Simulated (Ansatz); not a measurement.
# HCO (charge +1), singlet: CASSCF and its corrections

Program: Ansatz, Gaussian basis, development build. Basis cc-pVDZ, nonrelativistic, 2 orbitals frozen in the corrections. State-specific CASSCF; RHF is the lowest restricted (open-shell) Hartree–Fock solution met. Solutions may break the symmetry of the shape. Lower solutions, or ones in other orbitals, may exist.

Geometry:

```xyz
3

H     0.0000    0.0000   -1.7562
C     0.0000    0.0000   -0.5561
O     0.0000    0.0000    0.6366
```

What do CASSCF and its corrections give against RHF in CAS(10,9), and what are the occupations?

CASSCF -4.993 eV, SC-NEVPT2 -8.440 eV; occupations 2.00, 1.98, 1.97, 1.93, 1.93, 0.07, 0.07, 0.03, 0.02.
